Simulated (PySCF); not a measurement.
**Peak assignment**

Geometry:
```tsv
atom	x (Å)	y (Å)	z (Å)
C1	-0.761	1.115	-0.739
C2	-0.207	0.041	-0.162
C3	-0.707	-1.359	-0.325
C4	0.990	0.181	0.714
O5	1.530	-0.752	1.255
O6	1.425	1.441	0.856
H7	-0.347	2.113	-0.581
H8	-1.640	1.019	-1.382
H9	-0.945	-1.803	0.654
H10	-1.603	-1.389	-0.960
H11	0.069	-2.000	-0.771
H12	2.195	1.392	1.442
```

How the numbers were obtained: geometry: PBE0-D3(BJ)/def2-SVP, spin–spin couplings from B3LYP/pcJ-1 (without the spin–dipole term), shieldings: GIAO KT3/pcSseg-2, in PySCF 2.14 (relativity neglected, one averaged value for each set of equivalent atoms, one conformer, no solvent).

δ = σ(ref) − σ, references computed at the same level: 13C and 1H against TMS.

**Question.** Assign these signals to the numbered atoms. 13C{1H} NMR (computed): δ 162.2 (C), 138.5 (C), 126.2 (CH2), 22.3 (CH3).

**Answer.** 
| δ (ppm) | atoms | environment | reason |
| --- | --- | --- | --- |
| 162.2 | C4 | carboxylic acid carbon | lone-pair donation from the attached heteroatom keeps it upfield of a ketone carbonyl |
| 138.5 | C2 | α carbon of a C=C–C=O unit | the olefinic region |
| 126.2 | C1 | β carbon of a C=C–C=O unit | – |
| 22.3 | C3 | allylic methyl carbon | aliphatic region, no heteroatom directly attached |

**Question.** Assign these signals to the numbered atoms. 1H NMR (600 MHz, computed): δ 6.31 (quint, J = 1.8 Hz, 1H), 5.81 (quint, J = 2.2 Hz, 1H), 5.35 (br s, 1H), 1.99 (t, J = 2.0 Hz, 3H).

**Answer.** 
```tsv
δ (ppm)	atoms	environment	reason
6.31	H7	hydrogen on a β carbon of a C=C–C=O unit	attached to an sp2 carbon and in the plane of the double bond
5.81	H8	hydrogen on a β carbon of a C=C–C=O unit	–
5.35	H12	hydrogen on an acid hydroxyl oxygen	exchangeable; this is the value without hydrogen bonding to other molecules
1.99	H9/H10/H11	hydrogen on an allylic methyl carbon	allylic position
```

OH/NH shifts are gas-phase values; hydrogen bonding in solution moves them, usually downfield. Splittings below 1 Hz are ignored in the labels, and close J values are merged. Shifts are as computed, not scaled to solution data. Of 1211 compounds with measured shifts, 218 miss one by over three times the rms of a fit or turn the order of signals round; such compounds aren't used in these exercises. The C=O carbon of an acid or of an amide with N–H lies up to 10 ppm further downfield in solution, through hydrogen bonding that the calculation lacks.
